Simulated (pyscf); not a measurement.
## Concerted two-bond exchange: H₃C–CH(F)–F + H• → H₃C–CH•–F + HF

Gas phase, doublet surface, charge 0. Bonds broken: C2–F3, C2–H8. Bonds formed: C2–H9, F3–H8. PySCF, gas phase, ωB97X-D3(BJ)/def2-SVP geometries.

Transition state (Å):

```xyz
9

C      0.1662    -0.0026    -0.1871
C     -1.3482     0.0887    -0.2272
F     -1.5781    -1.0351    -1.4082
F     -1.9902    -0.5382     0.7799
H      0.5840     0.4268     0.7348
H      0.5823     0.5239    -1.0573
H      0.4280    -1.0672    -0.2547
H     -1.9936     0.6734    -0.9384
H     -1.3881     1.3011     0.2973
```

One imaginary mode, 1354i cm⁻¹; descent along it reached the two sides named, in the forms told below.

```
bond   change  reactant side (Å)  saddle  product side
-----  ------  -----------------  ------  ------------
C2–F3  breaks              1.361   1.646           2.8
C2–H8  breaks              1.105   1.124         2.039
C2–H9   forms                3.7   1.322         1.099
F3–H8   forms              1.997   1.820         0.933
```

Electronic energies relative to the separated reactants (kcal/mol):

```
level                   barrier  reaction energy  reverse barrier
----------------------  -------  ---------------  ---------------
ωB97X-D3(BJ)/def2-TZVP     45.7            -13.4             59.1
PBE/def2-TZVP              34.3            -14.0             48.4
r²SCAN/def2-TZVP           36.1            -16.0             52.1
B3LYP-D3(BJ)/def2-TZVP     39.2            -17.2             56.4
PBE0-D3(BJ)/def2-TZVP      41.6            -14.1             55.7
M06-2X/def2-TZVP           47.3            -12.9             60.2
ωB97M-D3(BJ)/def2-TZVP     44.7            -14.0             58.7
HF/def2-TZVP               70.0            -13.7             83.7
```

With ωB97M-D3(BJ)/def2-TZVP energies and thermal terms (ideal gas, 1 atm, RRHO with modes under 100 cm⁻¹ raised to 100, one conformer, R ln 2 for rigid chiral ones), in kcal/mol:

```json
[
 {"T (K)": "298", "ΔH‡": "44.6", "ΔG‡": "51.3", "ΔH": "-12.2", "ΔG": "-16.2"},
 {"T (K)": "600", "ΔH‡": "44.0", "ΔG‡": "58.3", "ΔH": "-12.4", "ΔG": "-20.2"},
 {"T (K)": "900", "ΔH‡": "43.6", "ΔG‡": "65.6", "ΔH": "-13.0", "ΔG": "-24.0"},
 {"T (K)": "1200", "ΔH‡": "43.3", "ΔG‡": "73.0", "ΔH": "-13.9", "ΔG": "-27.5"}
]
```

On the product side the descent ends in a complex, 4.5 kcal/mol under the separated species and 63.6 kcal/mol under the saddle at ωB97X-D3(BJ)/def2-TZVP. From the product side, H₂C=CH–F + H• + HF lies, by one bond made or cut, 17.4 kcal/mol under this saddle at ωB97M-D3(BJ). Another saddle between the same species, by other bonds, lies lower (34.3 kcal/mol against 44.7 kcal/mol at ωB97M-D3(BJ)).
